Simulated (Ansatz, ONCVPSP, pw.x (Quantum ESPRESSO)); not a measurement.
## lithium: does the ONCV potential hold in the solid?

* Element: Li (Z = 3)
* Generator: ONCVPSP 4.0.1
* Type: optimised norm-conserving Vanderbilt (ONCV)
* Functional: PBE
* Relativity: scalar-relativistic
* Frozen core: [He]
* Valence charge: 1
* Reference configuration: 2s1
* Partial waves: 2s: rc 2.25 bohr, ncon 4, nbas 7, qcut 3 1/bohr, 2 projectors, debl 0.8 Ha; p scattering state at 0.44 Ha: rc 2.05 bohr, ncon 3, nbas 6, qcut 3.2 1/bohr, 1 projector; d scattering state at 0.02 Ha: rc 2.05 bohr, ncon 4, nbas 7, qcut 5.1 1/bohr, 1 projector
* Local potential: polynomial inside 1.85 bohr (lpopt 3, dvloc0 2 Ha)
* Core correction: none

Atomic tests: cutoffs needed: 2.2 Ha and 3.5 Ha (the cutoffs (Ha) at which the residual kinetic energy of the hardest occupied pseudo-wave falls to 1 and 0.1 mHa per electron) The cutoffs count occupied waves only; projector 2 of the s channel, the hardest unoccupied one, needs 8 Ha at the loose tolerance.; ghost test: no bound ghost flagged; GHOST(+) flagged for s at 46.7 eV; configuration tests: 1 of 2 tests not solved or not reliable.

Crystal test: bcc Li in pw.x 7.5, no spin, 13³ k-points, Fermi–Dirac smearing 0.01 Ry, cutoffs 35/140 Ry. The reference is all-electron LAPW (Ansatz 0.2.0) with the same functional, mesh and smearing; V0 and B0 come from Birch–Murnaghan fits to the pressures at five volumes. Errors are pseudo minus all-electron; Δ is the rms difference of the E(V) curves that follow from these fits, minima aligned, over ±6 % about the mean V0. Mesh and smearing are coarse, so the numbers serve the comparison and aren't converged zero-temperature values; the lattice is a test structure that the element need not adopt.

All-electron: a0 = 3.436 Å (V0 = 20.29 Å³/atom), B0 = 13.8 GPa.

Q: How far does the potential miss the all-electron equation of state?

A: mean pressure error (GPa): -0.55; a0 (Å): 3.385; a0 error (%): -1.48; B0 error (%): -3.7; Δ (meV/atom): 2.7. This is a poor potential for the solid. Atomic configuration tests: 1 of 2 tests not solved or not reliable.

| V (Å³/atom) | P all-electron (GPa) | P pseudo (GPa) |
| --- | --- | --- |
| 19.352 | 0.71 | 0.03 |
| 19.862 | 0.30 | -0.30 |
| 20.371 | -0.05 | -0.60 |
| 20.880 | -0.38 | -0.87 |
| 21.390 | -0.67 | -1.11 |

Q: At the middle volume, how do free energy and pressure move when the wave cutoff is lowered (ecutrho kept at four times it)?

A:

```csv
cutoff (Ry),shift of F (meV/atom),shift of P (GPa)
16,+8.7,+0.07
21,+5.4,-0.04
28,+0.9,-0.05
```

Input at the middle volume:

```
&control
  calculation='scf', prefix='x', pseudo_dir='./', outdir='./tmp', tstress=.true., disk_io='none'
/
&system
  ibrav=0, nat=1, ntyp=1, ecutwfc=35, ecutrho=140, nbnd=7,
  occupations='smearing', smearing='fd', degauss=0.01
/
&electrons
  conv_thr=1e-09, mixing_beta=0.4, electron_maxstep=70
/
ATOMIC_SPECIES
Li 1.0 Li.UPF
CELL_PARAMETERS angstrom
  -1.72048458 1.72048458 1.72048458
  1.72048458 -1.72048458 1.72048458
  1.72048458 1.72048458 -1.72048458
ATOMIC_POSITIONS crystal
Li 0.0000 0.0000 0.0000
K_POINTS automatic
13 13 13 0 0 0
```

```bash
pw.x < Li.scf.in > Li.scf.out
```

Lines of the output:

```
Message from routine setup:
     using ibrav=0 with symmetry is DISCOURAGED, use correct ibrav instead
     lattice parameter (alat)  =       5.6313  a.u.
     unit-cell volume          =     137.4703 (a.u.)^3
     number of electrons       =         1.00
     number of Kohn-Sham states=            7
     kinetic-energy cutoff     =      35.0000  Ry
     charge density cutoff     =     140.0000  Ry
     scf convergence threshold =      1.0E-09
     Exchange-correlation= PBE
     number of k points=    84  Fermi-Dirac smearing, width (Ry)=  0.0100
     iteration #  1     ecut=    35.00 Ry     beta= 0.40
     total energy              =      -0.52278881 Ry
     estimated scf accuracy    <       0.00010814 Ry
     iteration #  2     ecut=    35.00 Ry     beta= 0.40
     total energy              =      -0.52303526 Ry
     estimated scf accuracy    <       0.00004140 Ry
     iteration #  3     ecut=    35.00 Ry     beta= 0.40
     total energy              =      -0.52306052 Ry
     estimated scf accuracy    <       0.00000002 Ry
     iteration #  4     ecut=    35.00 Ry     beta= 0.40
     total energy              =      -0.52306163 Ry
     estimated scf accuracy    <       0.00000006 Ry
     iteration #  5     ecut=    35.00 Ry     beta= 0.40
     total energy              =      -0.52306169 Ry
     estimated scf accuracy    <          2.6E-09 Ry
     iteration #  6     ecut=    35.00 Ry     beta= 0.40
     the Fermi energy is     0.4511 ev
!    total energy              =      -0.52306167 Ry
     estimated scf accuracy    <          5.4E-10 Ry
     smearing contrib. (-TS)   =      -0.00211955 Ry
     The total energy is F=E-TS. E is the sum of the following terms:
     one-electron contribution =       0.39764177 Ry
     hartree contribution      =       0.00087140 Ry
     xc contribution           =      -0.35978751 Ry
     ewald contribution        =      -0.55966780 Ry
     convergence has been achieved in   6 iterations
          total   stress  (Ry/bohr**3)                   (kbar)     P=       -6.01
     Message from routine punch:
     Nothing written, as per user request (disk_io='none')
```

The run at the middle volume (84 k-points, 6 iterations) took about 3 s on one core of a shared host (Intel(R) Xeon(R) 6975P-C, 192 threads, 378 GiB, load 98).
